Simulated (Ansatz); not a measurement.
Working through vertical and adiabatic energies of changing the electron count of HN

With the Python package of Ansatz (0.2.0).

The cells in order, each with its output:

**Cell 1**
```python
import itertools

import ansatz as az
from ase.data import atomic_numbers, covalent_radii
import numpy as np
```

**Cell 2**
```python
system = (
    az.Crystal.molecule()
    .atom('H', (0.0, 0.0, 0.0))
    .atom('N', (0.0, 0.0, 0.975))
)
```

**Cell 3**
```python
model = system.calculation().basis(gaussian='def2-TZVP').functional('b3lyp').spin('collinear', total=2)
symbols = [site.symbol for site in system.cartesian_sites]
start = np.array([site.position_ang for site in system.cartesian_sites], dtype=float)
rep = model.relax(force_tolerance=0.01).run(threads=1, pin='off').report
end = np.array(rep['positions_ang'])

minimum = az.Crystal.molecule()
for symbol, place in zip(symbols, end):
    minimum = minimum.atom(symbol, place.tolist())
ion = minimum.calculation()
ion = ion.basis(gaussian='def2-TZVP')
ion = ion.functional('b3lyp').charge(1)
ion = ion.spin('collinear', total=1)
vertical = ion.run(threads=1, pin='off').report
settled = ion.relax(force_tolerance=0.01, max_steps=80).run(threads=1, pin='off').report
print(f'vertical ionisation energy   {vertical["free_energy_ev"] - rep["free_energy_ev"]:.3f} eV')
print(f'adiabatic, no zero point     {settled["free_energy_ev"] - rep["free_energy_ev"]:.3f} eV')
print(f'relaxation energy of the ion {vertical["free_energy_ev"] - settled["free_energy_ev"]:.3f} eV')
ionised = np.array(settled['positions_ang'])
# pairs closer than 1.2 times the sum of covalent radii, before or after
radius = [covalent_radii[atomic_numbers[s]] for s in symbols]
span = lambda where, i, j: np.linalg.norm(where[i] - where[j])
bonded = [(i, j) for i, j in itertools.combinations(range(len(symbols)), 2) if min(span(end, i, j), span(ionised, i, j)) < 1.2 * (radius[i] + radius[j])]
print('pair        before    after (A)')
for i, j in bonded:
    print(f'{symbols[i]}{i}-{symbols[j]}{j}'.ljust(10), f'{span(end, i, j):8.4f} {span(ionised, i, j):8.4f}')
```
Output:
```text
vertical ionisation energy   13.637 eV
adiabatic, no zero point     13.611 eV
relaxation energy of the ion 0.027 eV
pair        before    after (A)
H0-N1        1.0418   1.0827
```

The settings weren't tested for convergence. The energies are electronic: no zero-point or thermal terms, and the basis set is short of its limit. The product may relax into another structure. The relaxation finds the nearest minimum, so the adiabatic value is an upper bound. The species is open-shell (spin multiplicity 3). The expectation value of S² is noticeably off S(S+1) in at least one run, so that state is spin-contaminated. b3lyp holds the VWN-RPA fit, as in Gaussian; the form of ORCA and Turbomole is b3lyp5. Only the spin states typed were run; another state of an ion can lie lower, by up to an eV or two. The spin state was assumed, and another may lie lower. It ran for 6.7 s on 1 thread of Arm Neoverse V1, with other jobs on the host, peak memory 0.16 GiB.

(Lines on the test bed's own set-up are left out of the output.)
